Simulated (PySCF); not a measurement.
Excitations are Tamm–Dancoff values on a coarser integration grid. The basis has no diffuse functions, so Rydberg states are missing or too high.

Cartesian coordinates (Å):
```xyz
12

C     -1.9469    -0.0536    -0.4161
C     -0.8451    -0.4229     0.2129
C      0.5355    -0.3618    -0.3565
C      1.4652     0.5294     0.4618
H     -2.9188    -0.1153     0.0552
H     -1.9171     0.3242    -1.4316
H     -0.9198    -0.7926     1.2327
H      0.9524    -1.3731    -0.3906
H      0.4882    -0.0075    -1.3883
H      1.5340     0.1814     1.4940
H      1.1000     1.5567     0.4822
H      2.4724     0.5350     0.0443
```
Charge 0, multiplicity 1.

Task: Estimate the HOMO–LUMO gap, LUMO and T1 excitation (TDA) that PySCF 2.14.0 with CAM-B3LYP-D3(BJ)/def2-TZVP returns for this input.

Result: 
```
Quantity                Value
-------------------  --------
HOMO–LUMO gap        10.27 eV
LUMO                  1.53 eV
T1 excitation (TDA)   4.49 eV
```
